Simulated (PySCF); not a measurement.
## C3H3Cl2: g tensor and hyperfine couplings

Species: C3H3Cl2 (doublet state).
Numbering: `[H]/[C:1]=[C:2](\[Cl:3])[CH2:4][Cl:5]` (hydrogens: H6 on C1; H7, H8 on C4)

Structure used (GFN2-xTB), in Å, numbered top down from 1:
```
atom  x, y, z in Å
C1     1.0137   -1.2546    0.0995
C2     0.5041   -0.0947   -0.0512
Cl3    1.5994    1.3657   -0.0448
C4    -0.9212    0.3006   -0.2036
Cl5   -1.5231    0.9879    1.3388
H6     1.9110   -1.8028    0.2298
H7    -1.5374   -0.5677   -0.4325
H8    -1.0375    1.0750   -0.9606
```

The hyperfine couplings belong to this conformer and change with its torsions.

The calculation used PySCF 2.14.0, UKS B3LYP, pcH-1 on C Cl H, non-relativistic, mean-field spin-orbit, GIAO. One conformer (not necessarily the lowest) at the GFN2-xTB geometry, without solvent, vibrations or thermal averaging. Couplings are sensitive to structure, and on GFN2-xTB geometries they can be far from those on DFT ones. Stability of the SCF solution: not tested.

```
g1, g2, g3                      : 1.99908, 2.00333, 2.00371
g_iso                           : 2.00204
Form of g                       : close to axial: the two nearest values differ by 8 % of g3 − g1
⟨S²⟩                            : 0.7600 (exact 0.7500)
HOMO–LUMO gap, α and β orbitals : 6.36, 4.13 eV
Total energy                    : -1036.42931 Eh
```

Isotropic coupling and dipolar principal values T1 to T3, in mT; ρ(0) is the spin density at the nucleus (MHz turned into mT with g_iso):

```csv
atom,isotope,a_iso,of which spin–orbit,T1,T2,T3,Mulliken spin population,ρ(0) (bohr⁻³)
C1,13C,8.39,-0.02,-2.90,-2.15,5.05,0.99,0.2096
C2,13C,1.45,0.00,-0.57,-0.03,0.60,-0.15,0.0363
Cl3,35Cl,1.04,0.05,-1.18,-1.11,2.29,0.15,0.0633
C4,13C,1.30,0.00,-0.11,-0.10,0.21,0.02,0.0323
Cl5,35Cl,-0.07,0.00,-0.07,0.02,0.04,0.00,-0.0045
H6,1H,0.10,0.00,-1.17,-0.25,1.41,-0.01,0.0006
H7,1H,-0.06,0.00,-0.18,-0.09,0.26,0.00,-0.0004
H8,1H,0.15,0.00,-0.08,-0.05,0.12,0.00,0.0010
```

The Mulliken spin populations are largest on C1 (+0.99), C2 (-0.15) and Cl3 (+0.15). The positive populations add up to 1.16 and the negative ones to -0.16, together 2S = 1.

Under fast tumbling the dipolar parts average out, and these isotropic splittings remain: 1 × 35Cl (Cl3, I = 3/2, 4 lines) with 1.04 mT, 1 × 1H (H6, I = 1/2, 2 lines) with 0.10 mT, 1 × 35Cl (Cl5, I = 3/2, 4 lines) with 0.07 mT and 2 × 1H (H7/H8, I = 1/2, 3 lines) with 0.05 mT.

Nuclei that the bonding pattern makes equivalent are averaged, as if the motion that swaps them (rotation, inversion, ring flip) were fast. The 1H value of +1.3 MHz is a mean of couplings from -1.7 to 4.3 MHz in this one geometry, not an average over conformers.

Main isotope only: 35Cl (natural samples also hold 24 % 37Cl, magnetic too, which adds its own pattern).

The 13C coupling of C1 (235.1 MHz) shows only in satellite lines or after enrichment, since that isotope makes up about 1.07 % of natural carbon.

Examples of negative spin density at the nucleus (bohr⁻³): Cl5 (-0.0045).
